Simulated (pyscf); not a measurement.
Homolytic dissociation enthalpies at 298 K of Cl–Ge, Cl–Si, Cl–Sn, F–Ge, F–Sn bonds in 8 gas-phase molecules, in kcal/mol. Single points on ωB97X-D3(BJ)/def2-SVP structures (PySCF, gas phase). Both columns use the same structures and thermal terms. Rows were drawn at random from the closed-shell molecules with such a bond whose radicals are computed, keep their shape and have no isomer in the data more than 5 kcal/mol lower.

| row | molecule | radicals | PBE/def2-TZVP | ωB97M-D3(BJ)/def2-TZVP |
|---|---|---|---|---|
| 1 | F–Sn(Cl)(Cl)–Cl | F• + Cl–Sn•(Cl)–Cl | 106.1 | 105.4 |
| 2 | Cl–SnH₂–GeH₃ | Cl• + H₃Ge–SnH₂• | 90.7 | 90.7 |
| 3 | H₂N–Si(SiH₃)(SiH₃)–Cl | H₂N–Si•(SiH₃)–SiH₃ + Cl• | 103.5 | 107.8 |
| 4 | H₂N–SiH₂–NH–SiH(NH₂)–Cl | H₂N–SiH•–NH–SiH₂–NH₂ + Cl• | 113.2 | 118.9 |
| 5 | F–GeH(F)–GeH₃ | F• + F–GeH•–GeH₃ | 128.2 | ? |
| 6 | H₃C–Si(Cl)(Cl)–Cl | H₃C–Si•(Cl)–Cl + Cl• | 108.3 | 113.7 |
| 7 | Cl–GeH(Cl)–GeH₃ | Cl• + Cl–GeH•–GeH₃ | 93.2 | 94.2 |
| 8 | F–SiH(Cl)–O–SiH₃ | F–SiH•–O–SiH₃ + Cl• | 113.8 | 119.0 |

**Question.** Fit a line that carries the PBE values to the last column and predict row 5.

**Answer.** In the 7 complete rows the last column lies -0.7 to 5.7 kcal/mol from PBE (mean 3.0, median 4.3). Least squares gives y = -19.9 + 1.22·x with residuals of 1.8 kcal/mol (root mean square). For row 5: -19.9 + 1.22 × 128.2 = 136.5 kcal/mol, an extrapolation. The computed value is 126.1 kcal/mol, 10.4 under the line. Left out: the spin-orbit lowering of Cl, F. Elements up to Kr have no core potential and no relativistic terms here. Elements past Kr carry the def2 core potentials, without spin-orbit coupling.
